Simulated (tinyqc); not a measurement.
Inside a calculation. Method: harmonic frequencies on the UHF/sto-6g surface (energies and gradients from PySCF), for NH, spin multiplicity 3. One step of it, computed by the program tinyqc.

Task: Normal modes. Diagonalise H_ij / sqrt(m_i m_j); the 5 smallest eigenvalues belong to translations and rotations; wavenumber = sqrt(eigenvalue / 1822.888) x 219474.63; each mode has its largest component positive (the first on a tie); zero-point energy = sum of wavenumbers / 2, with 349.755 1/cm per kcal/mol.

Hessian (symmetrised) (hartree/bohr^2), order 1Nx, 1Ny, 1Nz, 2Hx, 2Hy, 2Hz:
$$\begin{pmatrix}
0.00000241 & 0.00000000 & 0.00000000 & -0.00000241 & 0.00000000 & 0.00000000 \\
0.00000000 & 0.00000241 & 0.00000000 & 0.00000000 & -0.00000241 & 0.00000000 \\
0.00000000 & 0.00000000 & 0.45655402 & 0.00000000 & 0.00000000 & -0.45655402 \\
-0.00000241 & 0.00000000 & 0.00000000 & 0.00000241 & 0.00000000 & 0.00000000 \\
0.00000000 & -0.00000241 & 0.00000000 & 0.00000000 & 0.00000241 & 0.00000000 \\
0.00000000 & 0.00000000 & -0.45655402 & 0.00000000 & 0.00000000 & 0.45655402
\end{pmatrix}$$

masses (u): 1N 14.003074, 2H 1.007825

Give: eigenvalues of the mass-weighted Hessian; harmonic wavenumbers of the vibrations; mass-weighted modes; zero-point energy.

Result:

eigenvalues of the mass-weighted Hessian (hartree/(bohr^2 u)): [0.0000, 0.0000, 0.0000, 0.0000, 0.0000, 0.4856]

harmonic wavenumbers of the vibrations (1/cm): [3582.2]

mass-weighted modes, order 1Nx, 1Ny, 1Nz, 2Hx, 2Hy, 2Hz:
$$\begin{pmatrix}
0.0000 \\
0.0000 \\
-0.2591 \\
0.0000 \\
0.0000 \\
0.9658
\end{pmatrix}$$

zero-point energy = 5.1210 kcal/mol
